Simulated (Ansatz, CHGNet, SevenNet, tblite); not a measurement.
## How well does each level of theory give the Voigt–Reuss–Hill bulk modulus of zinc-blende InP?

Reference value: 71 GPa (measured, temperature not stated, not corrected to a static lattice, from single-crystal Cij; as tabulated in Råsander and Moram (2015), arXiv:1505.02379).

| level (code) | value (GPa) | cell (Å³/atom) |
|---|---|---|
| GFN2-xTB (tblite) | 45.8 | 27.73 |
| CHGNet 0.3.0 | 44.8 | 26.43 |
| SevenNet-0 | 58.5 | 26.42 |
| SevenNet-l3i5 | 64.3 | 26.39 |
| LC-ωPBE (Ansatz) | ? | 24.44 |

Some entries are withheld; supply them.


- LC-ωPBE (Ansatz, a program for electronic structure), value (GPa): 87.8

Differences against the reference: GFN2-xTB -35 %, CHGNet 0.3.0 -37 %, SevenNet-0 -17.6 %, SevenNet-l3i5 -9.4 %, LC-ωPBE +24 %.

The reference's temperature isn't stated, so close values are not ranked against it. Off by more than 25 %, or 35 % on the side where a correction would as a rule narrow the miss (bounds picked here): CHGNet 0.3.0 (-37 %), GFN2-xTB (-35 %).

The reference isn't brought to a static lattice, while the calculations are for one, so the differences are not the levels' errors alone. A static lattice is as a rule stiffer than a warm one, by over a tenth in soft solids.  GFN2-xTB: the method was fitted mainly to molecules. GFN2-xTB: the run uses a supercell at the zone centre in place of a k mesh. Each level is taken at its own relaxed cell. Ansatz's density-functional and Hartree–Fock values are scalar-relativistic unless marked +SOC, with PAW data made under PBE.

Machine-learned potentials (CHGNet 0.3.0, SevenNet-0, SevenNet-l3i5) are trained on DFT data: a solid inside that data is no test of them.

Differences are worked out from the printed values.
